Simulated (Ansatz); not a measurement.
Input file:

```yaml
crystal:
  periodic: [false, false, false]
  atoms:
    - {symbol: Al, position_ang: [0.000000, -0.153504, 1.308389]}
    - {symbol: Al, position_ang: [0.000000, 0.153504, -1.308389]}
    - {symbol: H, position_ang: [0.000000, 1.143898, 2.282516]}
    - {symbol: H, position_ang: [0.000000, -1.143898, -2.282516]}
basis:
  gaussian: {orbitals: 6-31G}
correlation: {method: fic_mrcisd_q, electrons: outside_noble_gas, active_space: {window: {electrons: 8, orbitals: 10}, shells: [{species: Al, l: s, shell: 3}, {species: Al, l: p, shell: 3}, {species: H, l: s, shell: 1}]}}
```

```sh
$ ansatz run in.yaml --threads 1 --pin off --events-out ev --progress --plain --max-ram 2393MiB
```

(1) Roughly how long does this take on 1 thread of Arm Neoverse V1, shared host, and how much host memory?

```
611 factors; integrals over basis functions are off by at most 1.9e-7 eV
mean field evaluation 1: about -13193.2270 eV, gradient 7.3e0 eV
mean field evaluation 2: about -13193.2295 eV, gradient 7.3e0 eV
mean field evaluation 4: about -13193.6973 eV, gradient 5.3e-1 eV
mean field evaluation 8: about -13193.7011 eV, gradient 5.0e-4 eV
mean field -13193.70112033 eV, -484.8595731604 hartree, gradient 2.1e-6 eV, S^2 0.000000; 0 other end points of the search recorded, 0 dependent functions left out; unrestricted orbitals would lower it
reference -13193.70112033 eV, -484.8595731604 hartree; 14, 14 occupied and 16, 16 virtual orbitals, 611 factors
state -13195.96030063 eV, -484.9425965049 hartree
contracted CI cycle   1: correlation 0.00000000 eV, 0.0000000000 hartree, residual 4.14e0 eV
contracted CI cycle   2: correlation -0.49513319 eV, -0.0181958093 hartree, residual 1.16e0 eV
contracted CI cycle   3: correlation -0.52565889 eV, -0.0193176079 hartree, residual 3.31e-1 eV
contracted CI cycle   4: correlation -0.52783523 eV, -0.0193975868 hartree, residual 8.67e-2 eV
contracted CI cycle   5: correlation -0.52801184 eV, -0.0194040771 hartree, residual 2.20e-2 eV
contracted CI cycle   6: correlation -0.52802317 eV, -0.0194044936 hartree, residual 6.65e-3 eV
contracted CI cycle   7: correlation -0.52802411 eV, -0.0194045282 hartree, residual 1.84e-3 eV
contracted CI cycle   8: correlation -0.52802418 eV, -0.0194045308 hartree, residual 5.04e-4 eV
state -13195.96030063 eV, -484.9425965049 hartree; corrected -13196.49869798 eV, -484.9623822427 hartree
Total energy: -13196.49869798 eV, -484.9623822427 hartree
Checks for a lower state left out: starts, orbital_swaps
```

For the same geometry and basis full CI lies 9.9 meV lower.

## Answers

(1) 7 s wall and 0.51 GiB.
